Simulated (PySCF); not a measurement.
# C3H5F (Allyl Fluoride): the cost of one run

Computed with PySCF 2.14.0, with density-fitted response routines of our own, on a single molecule in the gas phase. Atoms count from 0, in the outputs and in this text.

## (1) The starting structure

9 atoms, charge 0, multiplicity 1; geometry from: MMFF94s. The atoms were then displaced at random by about 0.03 Å, so the start is not that level's minimum.

Bonds of the start (Å): C0–C1 1.39, C1–C2 1.53, C2–F3 1.36, C0–H4 1.08, C0–H5 1.04, C1–H6 1.09, C2–H7 1.04, C2–H8 1.05.

## (2) Geometry optimisation at PBE0-D3(BJ)/def2-SVP

Job settings and geometry (Å):

```
{"job": {"xc": "PBE0", "basis": "def2-SVP", "d3": "d3bj", "grid": 1, "shake": 0.03, "kind": "geom"}, "charge": 0, "multiplicity": 1}
C      1.362240     0.258300     0.362440
C      0.306170    -0.088520    -0.475510
C     -1.174150    -0.231310    -0.106260
F     -1.222220     0.115350     1.212100
H      1.088550     0.572680     1.354160
H      2.313500     0.435730    -0.005410
H      0.596810    -0.329380    -1.497500
H     -1.695650     0.441620    -0.711140
H     -1.442520    -1.243920    -0.158510
```

Command:

```sh
$ OMP_NUM_THREADS=1 python probes_run.py task.json out
```

One launch serves the whole session: the jobs run in the order shown.

Q: Estimate the wall time and peak memory of this first job on 1 thread of AMD EPYC 9R14, shared host.

About 12 s, with a peak of 0.34 GiB.
